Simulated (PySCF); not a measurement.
A complex of ammonium and phosphine

A gas-phase complex of ammonium and phosphine; charge +1, singlet. The structure comes from a short search (a few tight-binding starts) and was relaxed by PBE0-D3(BJ)/def2-SVPD; another way of binding may lie lower. No frequency run checks that it is a minimum.

```csv
part,name,SMILES,atoms,charge,multiplicity
1,ammonium,[NH4+],1–5,+1,1
2,phosphine,P,6–9,0,1
```

```xyz
9

N    -0.283   -0.073   -0.152
H    -0.128   -0.753   -0.902
H    -0.934    0.646   -0.479
H     0.652    0.383    0.121
H    -0.687   -0.551    0.659
P     2.563    1.330    0.641
H     3.604    0.553    1.213
H     3.319    1.945   -0.390
H     2.582    2.403    1.568
```
Atoms count from 1 in this order.

Contacts between parts, classed by geometry: H4···P6 2.195 Å (hydrogen bond, 179°).

Interaction energies are complex less parts, with the parts frozen as they stand in it; counterpoise-corrected, in kcal/mol (PySCF). The CCSD(T) estimate is Hartree-Fock/aug-cc-pVTZ, plus the MP2 correlation part extrapolated as X⁻³ from aug-cc-pVDZ and aug-cc-pVTZ, plus CCSD(T) less MP2 in aug-cc-pVDZ; noble-gas cores are frozen. It isn't the exact limit.

**Question.** How strongly do the parts interact, level by level?

**Answer.** 
```
                         level  interaction  superposition error removed
      Hartree-Fock/aug-cc-pVTZ       -12.67                            -
               MP2/aug-cc-pVTZ       -15.98                        -0.56
CCSD(T), estimated basis limit       -15.56                            -
```

**Question.** What holds them together? Decompose the MP2/aug-cc-pVTZ energy: frozen parts, their antisymmetrised product, then relaxation.

**Answer.** electrostatic -16.6, Pauli repulsion +19.1, orbital relaxation -15.3, correlation -3.8 kcal/mol, which sum to the value before the counterpoise correction, the first three by Hartree-Fock. Of the attraction, 46 % is electrostatic, 43 % is orbital relaxation, 11 % is correlation.
